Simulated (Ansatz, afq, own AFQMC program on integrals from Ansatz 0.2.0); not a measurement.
## Where AFQMC and coupled cluster stand for CH4Br, doublet

| atom | x (Å) | y (Å) | z (Å) |
| --- | --- | --- | --- |
| C | -2.5167 | 0.0000 | 0.0000 |
| H | -2.8799 | 1.0273 | 0.0000 |
| H | -2.8799 | -0.5137 | 0.8897 |
| H | -2.8799 | -0.5137 | -0.8897 |
| H | -1.0297 | 0.0000 | 0.0000 |
| Br | 0.5003 | 0.0000 | 0.0000 |

Connectivity, by distances: CH3 ··· BrH.

Basis cc-pVTZ. Noble-gas cores (and the filled d shells of Ga–Kr and In–Xe) are frozen. Integrals, coupled cluster, full CI and functionals: Ansatz 0.2.0; the random walks run on the same integrals in our own AFQMC program. ph-AFQMC/CISD is guided by a CISD state made of CCSD amplitudes; releasing the constraint for a short imaginary time cuts its bias at the price of noise, slowly where states lie close. ± is one standard error of the sampling. No spin–orbit coupling.

Determinant: UHF, the one that the program's search chose, which needn't be the lowest solution. The geometry is a point of a scan.

No full CI on the walks' own integrals is used here. The released AFQMC energy serves as the reference, which it does only where one determinant dominates, the energy is flat over the last release times and near the phaseless one (40 meV or 2 meV an electron, half that with transition metals). On small molecules, where full CI could be run and the noise was under 10 meV, such values lay within 10 meV of it in 19 cases of 20, a flattering rate, since the rule was set on those same cases; what remains of the bias isn't in the error bar.

Cautions: no relativity below Rb; no spin-orbit coupling; inner d shell frozen; the released value is read at 1.50 1/Eh (meV from the phaseless value at times in 1/Eh: -11 ± 7 at 0.24, -12 ± 7 at 0.51, -23 ± 8 at 0.99, -21 ± 8 at 1.50).

The T1 diagnostic is 0.0138. The weight of the determinant in the CISD state is 0.858. The ⟨S²⟩ of the determinant is 0.788 and the size of the correlated space is 15 electrons in 114 orbitals.

| level | correlation energy (eV) |
| --- | --- |
| MP2 | -9.4147 |
| CCSD | -10.4545 |
| CCSD(T) | -10.8218 |

Question: Estimate where AFQMC with the constraint released lies against CCSD(T) on the same integrals.

Answer: 5.0 ± 0.8 kJ/mol below CCSD(T).

Reference: AFQMC with the constraint released, correlation energy -10.874 ± 0.008 eV.

```tsv
level	E − E(reference) (kJ/mol)	share of correlation (%)
CCSD(T)	5.0 ± 0.8	99.52
ph-AFQMC/HF	3.1 ± 4.3	99.70
ph-AFQMC/CISD	2.0 ± 1.1	99.81
```

A walk keeps the symmetry of its determinant, which the program's search chose and which needn't be the lowest solution, so a lower state of the same spin and another symmetry isn't excluded. Released energies are given only where the last usable release times agree within the noise; a slower fall can still hide under it.
